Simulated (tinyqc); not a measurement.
Worked calculation: Pariser-Parr-Pople SCF with singles CI, for the molecule Fc1ccsc1 (SMILES; centres numbered as the heavy atoms are written). One step of it, computed by the program tinyqc.

Task: Iteration 1: Fock matrix. F_rr = H_rr + P_rr gamma_rr / 2 + sum_(s != r) P_ss gamma_rs; F_rs = H_rs - P_rs gamma_rs / 2; E = tr P (H + F) / 2 + core repulsion sum_(r<s) z_r z_s gamma_rs.

P at the start, lower triangle:
```
           1F         2C         3C         4C        5S        6C
1F   1.787190
2C   0.432053   1.121344
3C  -0.274137   0.579767   1.285659
4C   0.077366  -0.190867   0.625681   1.205835
5S   0.125923  -0.224654  -0.320273   0.656859  1.281004
6C  -0.310917   0.612843  -0.114309  -0.303768  0.566279  1.318969
```

core matrix H (eV), lower triangle:
```
            1F          2C          3C          4C          5S          6C
1F  -70.179133
2C   -2.100000  -60.421702
3C    0.000000   -2.390000  -53.911886
4C    0.000000    0.000000   -2.390000  -53.132985
5S    0.000000    0.000000    0.000000   -2.020000  -56.650413
6C    0.000000   -2.390000    0.000000    0.000000   -2.020000  -56.285790
```

repulsion gamma_rs (eV), lower triangle:
```
           1F         2C         3C         4C         5S         6C
1F  21.400000
2C   8.693146  11.130000
3C   5.438981   7.552804  11.130000
4C   3.861633   5.520570   7.554850  11.130000
5S   3.873196   5.624616   5.623872   7.827217  13.000000
6C   5.438981   7.552804   5.518526   5.519866   7.828316  11.130000
```

Centres (angstrom, eV; a flat drawing with bonds scaled to 1.40 angstrom):

| centre | x | y | core charge z | W | gamma_rr |
|---|---|---|---|---|---|
| 1F | 2.159000 | 0.000000 | 2 | 39.000000 | 21.400000 |
| 2C | 0.759000 | 0.000000 | 1 | 11.160000 | 11.130000 |
| 3C | -0.064000 | 1.133000 | 1 | 11.160000 | 11.130000 |
| 4C | -1.395000 | 0.700000 | 1 | 11.160000 | 11.130000 |
| 5S | -1.395000 | -0.700000 | 2 | 22.000000 | 13.000000 |
| 6C | -0.064000 | -1.133000 | 1 | 11.160000 | 11.130000 |

Give: F; pi energy.

Result:

F (eV), lower triangle:
```
          1F       2C       3C       4C       5S       6C
1F  -17.5236
2C   -3.9779  -5.1108
3C    0.7455  -4.5794  -4.9745
4C   -0.1494   0.5268  -4.7535  -6.3104
5S   -0.2439   0.6318   0.9006  -4.5907  -8.1006
6C    0.8455  -4.7043   0.3154   0.8384  -4.2365  -6.9769
```

pi energy = -141.3148 eV
